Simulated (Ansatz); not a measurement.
Process, species as SMILES: Cl (HCl) → Cl atom + H atom
B3LYP-D3(BJ)/def2-TZVP geometries, fixed; electronic energies without zero-point terms.

Basis-set convergence of the bond dissociation energy at CCSD(T) with Ansatz (an electronic-structure program). All functions are spherical. Cores are frozen. Open shells are unrestricted. No added dispersion term, no relativity. Functions are those of the species that has most. Reference: Hartree-Fock in aug-cc-pV(5+d)Z plus the correlation part extrapolated as X^-3 from aug-cc-pV(Q+d)Z and aug-cc-pV(5+d)Z, 107.48 kcal/mol, itself unsure by roughly 0.14 kcal/mol (a third of the extrapolation step and of the last Hartree-Fock step). Deviations are taken from unrounded values.

| basis | functions | bond dissociation energy (kcal/mol) | minus reference (kcal/mol) |
|---|---|---|---|
| pcseg-0 | 15 | 75.21 | -32.27 |
| cc-pV(D+d)Z | 28 | 99.21 | -8.27 |
| def2-SVPD | 35 | 101.59 | -5.89 |
| aug-cc-pV(D+d)Z | 41 | 101.83 | -5.65 |
| pcseg-2 | 48 | 104.42 | -3.05 |
| def2-TZVPD | 55 | 102.58 | -4.90 |
| aug-cc-pV(T+d)Z | 78 | 105.43 | -2.05 |
| def2-QZVPP | 100 | 106.31 | -1.17 |
| aug-cc-pV(Q+d)Z | 135 | 106.66 | -0.82 |

Of the sets listed that have larger relatives (same family, alike in diffuse functions), none stays within 0.5 kcal/mol of the reference together with them.
